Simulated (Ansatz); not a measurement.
A made-up structure of CH₄LiSi, doublet:

```csv
atom,x (Å),y (Å),z (Å)
Li1,-2.3380,-0.9466,0.7037
C2,-0.6047,-0.9150,-0.1213
Si3,0.5130,0.5329,-0.0070
H4,-0.1435,-1.7187,-0.7092
H5,-2.0411,-2.3768,1.3317
H6,1.8254,0.2549,0.6658
H7,-0.1138,1.6364,0.7951
```

It is relaxed with PBE-D4/def2-SVP and then PBE0-D4/def2-TZVP (Ansatz 0.2.0). Atoms count as bonded within 1.22 times the sum of their covalent radii (H–H: 0.88 Å). The end point is not checked to be a true minimum.

**Question.** Does its bonding change? (Judge from chemistry; the calculation decides.)

**Answer.** The calculation gives: Yes. Formed: Li1–Si3, C2–H5; broken: Li1–H5.

Where it ends: The first stage lowers the energy by 3.32 eV in 22 steps. It ends as CH₄LiSi ([Li]1[CH2][SiH2]1):
```xyz
7
angstrom
Li -2.2030 -0.3037 -0.5515
C -0.6831 -1.3244 0.4303
Si 0.0127 0.3257 0.4056
H -0.2998 -2.0835 -0.2497
H -1.0952 -1.7242 1.3555
H 1.2177 0.5470 -0.4447
H 0.1480 1.0303 1.7130
```

Labels in which every atom is bracketed show which atoms are joined, not bond orders.

For scale, one of the runs: PBE0-D4/def2-TZVP relaxation, 106 basis functions, launched by `ansatz run in.yaml --threads 2 --pin off --events-out ev --progress --plain --max-ram 4352MiB`. Hardware: 2 CPU threads of an Arm Neoverse V2, shared host. Wall time about 13 s.
